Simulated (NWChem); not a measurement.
System: diphosphorus (P$_{2}$); SMILES P#P

NWChem input:

```
start job
memory heap 200 mb stack 900 mb global 1100 mb
geometry units angstroms noautosym nocenter noautoz
  P      0.000000     0.000000     0.945544
  P      0.000000     0.000000    -0.945544
end
basis spherical
  * library def2-tzvp
end
dft
  xc xpbe96 cpbe96
  iterations 150
end
property
  response 1 0.0
end
task dft property
```

NWChem printed, in part:

```
             Northwest Computational Chemistry Package (NWChem) 7.3.0
             --------------------------------------------------------

                             Geometry "geometry" -> ""
                             -------------------------

 Output coordinates in angstroms (scale by  1.889725989 to convert to a.u.)

  No.       Tag          Charge          X              Y              Z
 ---- ---------------- ---------- -------------- -------------- --------------
    1 P                   15.0000     0.00000000     0.00000000     0.94554400
    2 P                   15.0000     0.00000000     0.00000000    -0.94554400

 Effective nuclear repulsion energy (a.u.)      62.9610473045

  pbe96 is a nonlocal functional; adding pw91lda local functional.
                              NWChem Property Module
                              ----------------------

                                 NWChem DFT Module
                                 -----------------

 Summary of "ao basis" -> "ao basis" (spherical)
 ------------------------------------------------------------------------------
       Tag                 Description            Shells   Functions and Types
 ---------------- ------------------------------  ------  ---------------------
 P                         def2-tzvp                13       37   5s5p2d1f

            General Information
            -------------------
          SCF calculation type: DFT
          Wavefunction type:  closed shell.
          No. of atoms     :     2
          No. of electrons :    30
           Alpha electrons :    15
            Beta electrons :    15
          Charge           :     0
          Spin multiplicity:     1
          Use of symmetry is: off; symmetry adaption is: off
          Maximum number of iterations: 150
          AO basis - number of functions:    74
                     number of shells:    26
          Convergence on energy requested:  1.00D-06
          Convergence on density requested:  1.00D-05
          Convergence on gradient requested:  5.00D-04

              XC Information
              --------------
          PerdewBurkeErnzerhof Exchange Functional  1.000
            Perdew 1991 LDA Correlation Functional  1.000 local
           PerdewBurkeErnz. Correlation Functional  1.000 non-local

             Grid Information
             ----------------
          Grid used for XC integration:  medium
          Radial quadrature: Mura-Knowles
          Angular quadrature: Lebedev.
          Tag              B.-S. Rad. Rad. Pts. Rad. Cut. Ang. Pts.
          ---              ---------- --------- --------- ---------
          P                   1.00       88           8.0       590
          Grid pruning is: on
          Number of quadrature shells:   176
          Spatial weights used:  Erf1

      Superposition of Atomic Density Guess
      -------------------------------------

 Sum of atomic energies:        -681.30222861

      Non-variational initial energy
      ------------------------------

 Total energy =    -681.544802
 1-e energy   =   -1068.042562
 2-e energy   =     323.536714
 HOMO         =      -0.291228
 LUMO         =      -0.065799

   convergence    iter        energy       DeltaE   RMS-Dens  Diis-err
 ---------------- ----- ----------------- --------- --------- ---------
 d= 0,ls=0.0,diis     1   -682.3796130755 -7.45D+02  5.40D-03  8.04D-01
 d= 0,ls=0.0,diis     2   -682.3979162085 -1.83D-02  2.93D-03  8.66D-03
 d= 0,ls=0.0,diis     3   -682.3984745624 -5.58D-04  1.11D-03  7.83D-03
 d= 0,ls=0.0,diis     4   -682.3996304160 -1.16D-03  1.64D-04  1.79D-04
 d= 0,ls=0.0,diis     5   -682.3996561525 -2.57D-05  3.06D-05  1.62D-05
  Resetting Diis
 d= 0,ls=0.0,diis     6   -682.3996584261 -2.27D-06  2.42D-06  8.71D-09
 d= 0,ls=0.0,diis     7   -682.3996584155  1.06D-08  1.09D-05  6.29D-08
 d= 0,ls=0.0,diis     8   -682.3996581641  2.51D-07  8.98D-06  1.39D-06

         Total DFT energy =     -682.399658164119
      One electron energy =    -1069.404624124053
           Coulomb energy =      370.157470424742
    Exchange-Corr. energy =      -46.113551769287
 Nuclear repulsion energy =       62.961047304479

 Numeric. integr. density =       30.000000322690

                       DFT Final Molecular Orbital Analysis
                       ------------------------------------

 Vector   13  Occ=2.000000D+00  E=-2.619457D-01
              MO Center= -2.6D-06, -2.6D-06,  1.2D-07, r^2= 3.1D+00
   Bfn.  Coefficient  Atom+Function         Bfn.  Coefficient  Atom+Function
  ----- ------------  ---------------      ----- ------------  ---------------
    17      0.356675  1 P  pz                54     -0.356675  2 P  pz
     5      0.275233  1 P  s                 42      0.275233  2 P  s
    20      0.184430  1 P  pz                57     -0.184430  2 P  pz
    14      0.172791  1 P  pz                51     -0.172791  2 P  pz
     8     -0.149732  1 P  pz                45      0.149732  2 P  pz

[...]

 DFT Linear Response polarizability / au
 Frequency  =       0.0000000 / au
              X              Y              Z
 -----------------------------------------------
 X      28.9309747     -0.0000005      0.0000010
 Y      -0.0000005     28.9309747      0.0000010
 Z       0.0000010      0.0000010     66.7479232
 -----------------------------------------------
 Eigenvalues =      28.9309752     28.9309742     66.7479232
 Isotropic   =      41.5366242
 Anisotropic =      37.8169485
 -----------------------------------------------

 Magnetic Dipole Response Matrix (nonzero elements):

 Exiting AOResponse driver routine
```

Level: PBE/def2-TZVP. All runs use the structure optimised with PBE0/def2-SVP.
